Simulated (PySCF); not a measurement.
All values below come from M06-2X/def2-TZVP // B3LYP-D3(BJ)/def2-TZVP (PySCF 2.14.0). Isolated molecules, 0 K electronic values unless said otherwise. One relaxed conformer stands for a flexible species; it need not be the lowest. Excitations are Tamm–Dancoff values on a coarser integration grid. The basis has no diffuse functions, so Rydberg states are missing or too high.

Reference species (SMILES): `C=O` (neutral, multiplicity 1).

```
Quantity                                      Result
-------------------------------------------  -------
S1 oscillator strength                         0.000
brightest of the four lowest singlets (TDA)  8.79 eV
```

Changed species: `O=CC(F)F` (O–C–C–F torsion 122°) (X = difluoromethyl; the reference has X = H).

**Question.** Give the shifts of the S1 oscillator strength and brightest of the four lowest singlets (TDA).

**Answer.** the S1 oscillator strength hardly moves; the brightest of the four lowest singlets (TDA) rises by 0.52 eV, to 9.31 eV.
